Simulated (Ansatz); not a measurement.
I need a rigid torsion scan of H₆PSSi (charge +1), SMILES [PH3+][SiH2]S. Use Ansatz 0.2.0, Python API. Settings (for the species named): r2scan0, def2-SVP basis, multiplicity 1.

```xyz
9

P    -1.2054    0.4853    0.0959
Si    0.5113   -0.8486   -0.1655
S     2.2446    0.0001    0.7641
H    -2.3837   -0.0037   -0.5082
H    -0.9981    1.7666   -0.4590
H    -1.5359    0.7066    1.4502
H     0.2403   -2.1738    0.4452
H     0.8054   -1.0215   -1.6100
H     2.3215    1.0890   -0.0126
```

The script, `torsion_h6pssi.py`:
```python
"""Energy of H6PSSi(+) as one group turns about a bond."""

import warnings

import ansatz as az
from ase import Atoms

warnings.simplefilter("ignore", az.DeckWarning)

atoms = Atoms(["P", "Si", "S", "H", "H", "H", "H", "H", "H"], positions=[
    (-1.2054, 0.4853, 0.0959),
    (0.5113, -0.8486, -0.1655),
    (2.2446, 0.0001, 0.7641),
    (-2.3837, -0.0037, -0.5082),
    (-0.9981, 1.7666, -0.459),
    (-1.5359, 0.7066, 1.4502),
    (0.2403, -2.1738, 0.4452),
    (0.8054, -1.0215, -1.61),
    (2.3215, 1.089, -0.0126),
])

# start the scan from a relaxed geometry
first = (
    az.Crystal.molecule_from_ase(atoms).calculation()
    .basis(gaussian="def2-SVP")
    .functional("R2SCAN0")
    .charge(1)
    .relax(force_tolerance=0.02, max_steps=80)
)
atoms.positions = first.run(threads=1, backend="cpu").report["positions_ang"]

start = atoms.get_dihedral(0, 1, 2, 8)
energies = {}
for turn in range(0, 360, 30):
    turned = atoms.copy()
    turned.set_dihedral(0, 1, 2, 8, start + turn, indices=[2, 8])
    setup = az.Crystal.molecule_from_ase(turned).calculation()
    setup = setup.basis(gaussian="def2-SVP")
    setup = setup.functional("R2SCAN0").charge(1)
    energies[round((start + turn) % 360)] = setup.run(threads=1, backend="cpu").report["free_energy_ev"]
floor = min(energies.values())
print("dihedral P0-Si1-S2-H8 (deg)   E - E(min) (kJ/mol)")
for angle, e in sorted(energies.items()):
    print(f"{angle:8d} {96.485332 * (e - floor):14.3f}  " + "#" * int(30 * (e - floor) / max(max(energies.values()) - floor, 1e-9)))
```

Output of `python torsion_h6pssi.py`:
```text
dihedral P0-Si1-S2-H8 (deg)   E - E(min) (kJ/mol)
       1         29.548  ##############################
      31         21.728  ######################
      61          7.964  ########
      91          1.888  #
     121          5.415  #####
     151         12.210  ############
     181         15.627  ###############
     211         12.221  ############
     241          4.418  ####
     271          0.000
     301          6.522  ######
     331         21.250  #####################
```

The scan is rigid and the energies are electronic, in a modest basis. With rigid groups the curve can differ much from the relaxed path, the start wasn't checked as a minimum of this torsion, and equivalent turns needn't return to the same energy. Finished in 85 s on 1 thread of Arm Neoverse V2 (shared host), peak memory 0.26 GiB.

(Lines on the test bed's own set-up are left out of the output.)
